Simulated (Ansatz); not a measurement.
## Ansatz (development build ahead of 0.2.0) run

```yaml
crystal:
  periodic: [false, false, false]
  atoms:
    - { symbol: C, position_ang: [0.72126, 0.84601, 0.0] }
    - { symbol: C, position_ang: [-0.72126, 0.84601, 0.0] }
    - { symbol: C, position_ang: [-0.72126, -0.84601, 0.0] }
    - { symbol: C, position_ang: [0.72126, -0.84601, 0.0] }
    - { symbol: H, position_ang: [1.55609, 1.67747, 0.0] }
    - { symbol: H, position_ang: [-1.55609, 1.67747, 0.0] }
    - { symbol: H, position_ang: [-1.55609, -1.67747, 0.0] }
    - { symbol: H, position_ang: [1.55609, -1.67747, 0.0] }
basis:
  gaussian: { orbitals: def2-TZVP }
hamiltonian:
  xc: hf
```

The input is written out in the form of the current development build from the run's settings.

The run gave:

- Converged: yes
- Total energy: -153.62424 hartree
- Spin squared of the determinant: 0.000

Caution: in another basis set an unrestricted determinant lies well below.
